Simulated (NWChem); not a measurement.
# C2H4 (SMILES C=C): levels of theory compared

Aim: a comparison of 6 runs (HF/STO-3G, HF/3-21G, HF/def2-TZVP, PBE0/def2-TZVP, SVWN5/def2-TZVP, CCSD(T)/def2-TZVP) of C2H4. 

The calculation is run with NWChem 7.3.0.

25 further runs of the same task are left out: 25 set aside as unsound or not needed. Runs told in other sessions of the task aren't counted.

### 1 Starting point

C2H4: 6 atoms, total charge 0, spin state singlet. SMILES: `C=C`. The C2–H5 distance was set to 1.410 Å, away from the relaxed value.

Bond lengths: C1–C2 1.323 Å, C1–H3 1.085 Å, C1–H4 1.085 Å, C2–H6 1.085 Å. Angles: C1–C2–H6 121.7°, C2–C1–H3 121.7°, C2–C1–H4 121.7°, H3–C1–H4 116.7°. A long bond or contact: C2–H5 1.410 Å.

### 2 A single-point energy at HF/STO-3G (run 1)

Contents of c2h4.nw:

```
start c2h4
title "C2H4"
memory stack 880 mb heap 220 mb global 1100 mb
charge 0

geometry units angstroms noautosym nocenter noautoz
  C       -0.051569      -0.871761       0.082677
  C        0.123361       0.408119       0.368307
  H        0.067851      -1.644561       0.834437
  H       -0.321569      -1.200921      -0.915003
  H       -0.032090       1.412740      -0.608910
  H        0.393381       0.737269       1.365977
end

basis spherical bse
  * library STO-3G
end

scf
  thresh 1e-08
  maxiter 80
end

task scf
```

Command:

```bash
$ nwchem c2h4.nw > c2h4.out
```

Standard output:

```text
[...]
  functions       =    14
[...]
  wavefunction    = RHF
[...]
         Total SCF energy =    -77.014717861437
      One-electron energy =   -167.998242301218
      Two-electron energy =     58.418987062491
 Nuclear repulsion energy =     32.564537377289
        Time for solution =      0.1s
[...]
```

Wall time 0.62 s (1 thread of AMD EPYC 9B45 (Zen 5), shared host); peak memory 0.099 GiB.

### 3 The energy at HF/3-21G (run 2)

Contents of run.py:

```python
from ase import Atoms
from ase.calculators.nwchem import NWChem

molecule = Atoms(['C', 'C', 'H', 'H', 'H', 'H'], positions=[
    [-0.051569, -0.871761, 0.082677],
    [0.123361, 0.408119, 0.368307],
    [0.067851, -1.644561, 0.834437],
    [-0.321569, -1.200921, -0.915003],
    [-0.032090, 1.412740, -0.608910],
    [0.393381, 0.737269, 1.365977],
])

calc = NWChem(
    label='c2h4',
    theory='scf',
    memory='2200 mb',
    basis='3-21G',
    basispar='spherical bse',
    scf={'nopen': '0', 'rhf': None, 'thresh': '1e-08', 'maxiter': '80', 'print': 'low'},
    task='energy',
)
molecule.calc = calc

print(f"energy = {molecule.get_potential_energy():.6f} eV")
```

Command:

```bash
$ export ASE_NWCHEM_COMMAND="nwchem PREFIX.nwi > PREFIX.nwo"
$ python run.py
```

Standard output:

```text
energy = -2110.407011 eV
```

The calculator wrote c2h4.nwi:

```
title "c2h4"

permanent_dir c2h4

scratch_dir c2h4

start c2h4

geometry units angstrom nocenter noautosym noautoz
  C  -5.1568999999999997e-02 -8.7176100000000001e-01 8.2677000000000000e-02
  C  1.2336100000000000e-01 4.0811900000000001e-01 3.6830700000000000e-01
  H  6.7850999999999995e-02 -1.6445609999999999e+00 8.3443699999999998e-01
  H  -3.2156899999999999e-01 -1.2009209999999999e+00 -9.1500300000000001e-01
  H  -3.2090000000000000e-02 1.4127400000000001e+00 -6.0890999999999995e-01
  H  3.9338099999999998e-01 7.3726899999999995e-01 1.3659770000000000e+00
end

memory 2200 mb

basis spherical bse noprint
   * library 3-21G
end

scf
  nopen 0
  rhf
  thresh 1e-08
  maxiter 80
  print low
end

task scf energy
```

c2h4.nwo:

```text
Northwest Computational Chemistry Package (NWChem) 7.3.0
             --------------------------------------------------------

           Job information
           ---------------

    nwchem branch   = 7.3.0
    use scalapack   = T
    input           = c2h4.nwi
    prefix          = c2h4.
    data base       = c2h4/c2h4.db
    status          = startup
    nproc           =        1

           Memory information
           ------------------

    heap     =     72089596 doubles =      550.0 Mbytes
    stack    =     72089601 doubles =      550.0 Mbytes
    global   =    144179200 doubles =     1100.0 Mbytes (distinct from heap & stack)
    total    =    288358397 doubles =     2200.0 Mbytes
    verify   = yes
    hardfail = no

[... 37 lines left out ...]
            Nuclear Dipole moment (a.u.)
[... 42 lines left out ...]
                                 NWChem SCF Module
                                 -----------------

                                       c2h4

  ao basis        = "ao basis"
  functions       =    26
  atoms           =     6
  closed shells   =     8
  open shells     =     0
  charge          =   0.00
  wavefunction    = RHF
  input vectors   = atomic
  output vectors  = c2h4/c2h4.movecs
  use symmetry    = F
  symmetry adapt  = F

 Forming initial guess at       0.0s

 Starting SCF solution at       0.0s

       Final RHF  results
       ------------------

         Total SCF energy =    -77.556027786626
      One-electron energy =   -167.787479524440
      Two-electron energy =     57.666914360526
 Nuclear repulsion energy =     32.564537377289

        Time for solution =      0.1s

 Task  times  cpu:        0.1s     wall:        0.1s
 Total times  cpu:        0.1s     wall:        0.1s
```

It took 0.97 s on 1 thread of AMD EPYC 9B45 (Zen 5), shared host; peak memory 0.099 GiB.

Runs 3 to 5 aren't shown in full; the table further down has their settings and results.

### 4 The energy at CCSD(T)/def2-TZVP (run 6)

Contents of c2h4.nw:

```
start c2h4
title "C2H4 energy"
memory stack 880 mb heap 220 mb global 1100 mb
geometry units angstroms noautosym nocenter noautoz
 C    -0.051569   -0.871761    0.082677
 C     0.123361    0.408119    0.368307
 H     0.067851   -1.644561    0.834437
 H    -0.321569   -1.200921   -0.915003
 H    -0.032090    1.412740   -0.608910
 H     0.393381    0.737269    1.365977
end
basis spherical bse
 C library def2-TZVP
 H library def2-TZVP
end
scf
 singlet
 rhf
 thresh 1e-08
 maxiter 80
 print medium
end
ccsd
 freeze core 2
 maxiter 60
end
task ccsd(t)
```

Command:

```bash
$ nwchem c2h4.nw > c2h4.out
```

Standard output:

```text
[...]
  functions       =    86
[...]
  wavefunction    = RHF
[...]
         Total SCF energy =    -78.020448710681
      One-electron energy =   -168.441612636109
      Two-electron energy =     57.856626548139
 Nuclear repulsion energy =     32.564537377289
        Time for solution =      5.3s
[...]
 Total MP2 energy:            -78.348555180018280
[...]
             energy      energy      error      ampl     ampl      Block
                                                time     time      time
[...]
 Total CCSD energy:            -78.376049496997609
[...]
 Total CCSD+T(CCSD) energy:            -78.391763905434217
[...]
 Total CCSD(T) energy:                 -78.391249070714167
[...]
```

Wall time 45 s (1 thread of AMD EPYC 9B45 (Zen 5), shared host); peak memory 0.18 GiB.

### 5 The series

| run | level | iteration cap | module | energy (Eh) | dipole moment (D) of the reference | HOMO energy (eV) | LUMO energy (eV) | wall time |
| --- | --- | --- | --- | --- | --- | --- | --- | --- |
| 1 | HF/STO-3G | 80 | scf | -77.014718 | 0.07 | -8.89 | 8.89 | 0.62 s |
| 2 | HF/3-21G | 80 | scf | -77.556028 | – | – | – | 0.97 s |
| 3 | HF/def2-TZVP | 80 | scf | -78.020449 | 0.29 | -10.46 | 3.89 | 6 s |
| 4 | PBE0/def2-TZVP | 100 | dft | -78.473179 | 0.24 | -7.98 | 0.12 | 11 s |
| 5 | SVWN5/def2-TZVP | 100 | dft | -77.819622 | 0.20 | -7.00 | -1.17 | 6.3 s |
| 6 | CCSD(T)/def2-TZVP | 80 | ccsd(t) | -78.391249 | – | -10.46 | 3.89 | 45 s |

### 6 What came out

| quantity | value |
| --- | --- |
| run 6: total energy | -78.39125 Eh |
| run 6: HOMO energy (Hartree–Fock orbitals) | -10.46 eV |
| run 6: LUMO energy (Hartree–Fock orbitals) | 3.89 eV |
| run 6: HOMO–LUMO gap (Hartree–Fock orbitals) | 14.35 eV |
| run 6: correlation energy (2 core orbitals frozen) | -370.8 mEh |
| run 6: (T) correction | -15.20 mEh |

**Reading.** Over runs 1, 3, 4, 5 the dipole moment (its size) runs from 0.07 D (HF/STO-3G) to 0.29 D (HF/def2-TZVP). Over runs 1, 3, 4, 5 the HOMO–LUMO gap runs from 5.83 eV (SVWN5/def2-TZVP) to 17.78 eV (HF/STO-3G). The two ends differ in method and basis. Totals of different functionals can't be ranked against each other. In run 1 the basis is minimal, so the values are rough. All runs together took 71 s, the longest 45 s.
